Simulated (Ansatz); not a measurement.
# Telling isomers of C2H2B apart by their spectra

These gas-phase data were calculated for one isomer of C2H2B at PBE-D3(BJ)/def2-SVP (harmonic, unscaled wavenumbers; equilibrium rotational constants with average atomic masses):

```
rotational constants            : 39.6, 25.56, 15.53 GHz
all wavenumbers above 1500 cm⁻¹ : 3148, 2692, 1575
```

Candidates:

(1) `[BH]C#C`, a doublet
(2) `B1[C]=C1`, a doublet
(3) `[B]1C=C1`, a doublet

Question: Assign the data to one candidate and say why.

Answer: Candidate (2). No mode falls between 3300 and 3560 cm⁻¹, where the ≡C–H stretch of (1) would stand. The band at 2692 cm⁻¹ lies where the B–H stretch is expected; (3) has no mode between 2350 and 2900 cm⁻¹.

The same quantities for all candidates:

```
     rotational constants (GHz)  wavenumbers above 1500 cm⁻¹  E above the lowest, PBE-D3(BJ)/def2-SVP (kcal/mol)
(1)          1293, 9.547, 9.477             3388, 2692, 1960                                                 7.2
(2)          39.6, 25.56, 15.53             3148, 2692, 1575                                                 0.0
(3)         32.79, 31.86, 16.16             3150, 3129, 1513                                                 0.7
```

Harmonic stretches to hydrogen usually lie a few per cent above observed fundamentals. Open shells are spin-unrestricted. Programs: Ansatz 0.2.0.
